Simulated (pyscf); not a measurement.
**Substitution at C: `[CH3][Zn][Cl]` + `[H]` [doublet] → `[CH4]` + `[Cl][Zn]` [doublet]**

Gas phase, doublet surface, charge 0. Bonds broken: C1–Zn2. Bonds formed: C1–H7. Structures and frequencies: ωB97X-D3(BJ)/def2-SVP in PySCF.

Transition state (Å):

```xyz
7

C     -0.9036    -0.6722    -0.0253
Zn     0.9700     0.3288    -0.0282
Cl     2.8582     1.3381    -0.0327
H     -1.4868     0.1627    -0.4223
H     -0.6100    -1.4785    -0.7023
H     -0.9327    -0.8710     1.0491
H     -2.2816    -1.4087    -0.0240
```

One imaginary mode, 1476i cm⁻¹; descent along it reached the two sides named.

```csv
bond,change,reactant side (Å),saddle,product side
C1–Zn2,breaks,1.930,2.124,3.8
C1–H7,forms,3.8,1.562,1.100
```

Electronic energies relative to the separated reactants (kcal/mol):

```json
[
 {"level": "ωB97X-D3(BJ)/def2-TZVP", "barrier": "17.7", "reaction energy": "-34.0", "reverse barrier": "51.7"},
 {"level": "PBE/def2-TZVP", "barrier": "8.1", "reaction energy": "-35.0", "reverse barrier": "43.0"},
 {"level": "r²SCAN/def2-TZVP", "barrier": "8.8", "reaction energy": "-36.5", "reverse barrier": "45.3"},
 {"level": "B3LYP-D3(BJ)/def2-TZVP", "barrier": "9.1", "reaction energy": "-39.7", "reverse barrier": "48.8"},
 {"level": "PBE0-D3(BJ)/def2-TZVP", "barrier": "11.6", "reaction energy": "-35.8", "reverse barrier": "47.4"},
 {"level": "M06-2X/def2-TZVP", "barrier": "13.3", "reaction energy": "-39.0", "reverse barrier": "52.4"},
 {"level": "ωB97M-D3(BJ)/def2-TZVP", "barrier": "15.7", "reaction energy": "-36.4", "reverse barrier": "52.2"},
 {"level": "HF/def2-TZVP", "barrier": "27.0", "reaction energy": "-42.6", "reverse barrier": "69.6"}
]
```

With ωB97M-D3(BJ)/def2-TZVP energies and thermal terms (ideal gas, 1 atm, RRHO with modes under 100 cm⁻¹ raised to 100, one conformer, R ln 2 for rigid chiral ones), in kcal/mol:

```
T (K)   ΔH‡   ΔG‡     ΔH     ΔG
-----  ----  ----  -----  -----
298    16.5  23.5  -31.4  -33.1
600    15.9  30.8  -32.9  -34.3
900    15.4  38.3  -34.3  -34.7
1200   15.1  46.0  -35.6  -34.6
```

Abstraction by the radical was not located in this set and often lies lower. This is the saddle that the search found; another between the same sides may lie lower. The angle at the attacked C is 180°. The term symbol of open-shell Cl–Zn was not checked; spin-orbit terms and orbital degeneracy are left out. Elements up to Kr have no core potential and no relativistic terms here.
